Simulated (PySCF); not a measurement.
**`C/C=C(\F)C#N` in a uniform electric field**

C₄H₄FN.
Cartesian coordinates in Å at the PBE0-D3(BJ)/def2-SVP level; atoms count from 1:
```
atom  x, y, z in Å
C1    -1.5469   -0.0308   -0.0825
C2    -0.1167   -0.4316   -0.1074
C3     0.9062    0.3979    0.1270
F4     0.7234    1.6883    0.4083
C5     2.2800   -0.0054    0.1043
N6     3.3895   -0.3398    0.0850
H7    -2.1080   -0.6469    0.6386
H8    -1.6670    1.0258    0.1886
H9    -2.0122   -0.1957   -1.0682
H10    0.1440   -1.4697   -0.3304
```

Level: B3LYP/def2-SVPD (PySCF); nuclei fixed, core orbitals frozen in the response. Permanent dipole (-4.211, -0.698, -0.366) D (1 au = 2.5417 D). Static polarisability (au):

```
x   84.90  1.96  2.77
y    1.96 47.07  2.18
z    2.77  2.18 38.37
```

Only the terms in μ and α are kept: μ(F) = μ + αF and ΔE = −μ·F − ½ F·αF.

Question: A field of 0.01 au (0.514 V/Å) is applied along each axis in both senses. Find the induced dipole, the size of the total dipole and the two energy terms.

Answer: 
```
field along  induced x (D)  induced y (D)  induced z (D)  total size (D)  −μ·F (kJ/mol)  −½F·αF (kJ/mol)
         +x          2.158          0.050          0.070           2.173        +43.498          -11.145
         −x         -2.158         -0.050         -0.070           6.428        -43.498          -11.145
         +y          0.050          1.196          0.055           4.202         +7.210           -6.179
         −y         -0.050         -1.196         -0.055           4.682         -7.210           -6.179
         +z          0.070          0.055          0.975           4.234         +3.781           -5.037
         −z         -0.070         -0.055         -0.975           4.549         -3.781           -5.037
```

Question: For the field (0.0030, -0.0020, -0.0100) au, what is the induced dipole, and what angle does it make with the field?

Answer: αF = (0.567, -0.280, -0.965) D, at 13.8° to the field. The polarisability along this direction, F·αF/F², is 41.48 au, against a mean of 56.78 au.

Question: Which field along μ doubles the dipole in that direction (linear response)?

Answer: The polarisability along the dipole is 84.71 au, so F = 1.6855 au / 84.71 au = 0.0199 au = 1.02 V/Å; higher-order terms are ignored.

Question: What field makes μF equal to kT at 298 K?

Answer: kT = 0.9437 × 10⁻³ Eh, so F = 0.00056 au = 2.88 MV/cm.

Question: Induction energy −ᾱe²/2R⁴ of a unit charge at 20 Å, the molecule taken as a point?

Answer: R = 37.79 bohr, so the energy is −56.8/(2 × 37.79⁴) Eh = -0.0365 kJ/mol. The charge–dipole term at its most favourable orientation, −μe/R², is -3.1 kJ/mol.

Isolated species at its PBE0-D3(BJ)/def2-SVP geometry, gas phase.
